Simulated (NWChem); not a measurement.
Species: carbonyl sulfide (COS); SMILES O=C=S

Program: NWChem. Pople sets run with spherical d functions. Coordinates come from a PBE0/def2-SVP optimisation. Computed dipoles belong to the equilibrium geometry; the measured one is vibrationally averaged.

Measured dipole moment: 0.71 D (NIST CCCBDB, as tabulated in the package chemicals).

| level | dipole moment (D) | computed − measured |
|---|---|---|
| Hartree-Fock/STO-3G | 0.06 | -0.65 |
| Hartree-Fock/3-21G | 0.06 | -0.65 |
| Hartree-Fock/6-31G* | 0.45 | -0.26 |
| Hartree-Fock/6-31+G* | 0.64 | -0.07 |
| Hartree-Fock/6-311G** | 0.56 | -0.15 |
| Hartree-Fock/6-311++G** | 0.72 | +0.01 |
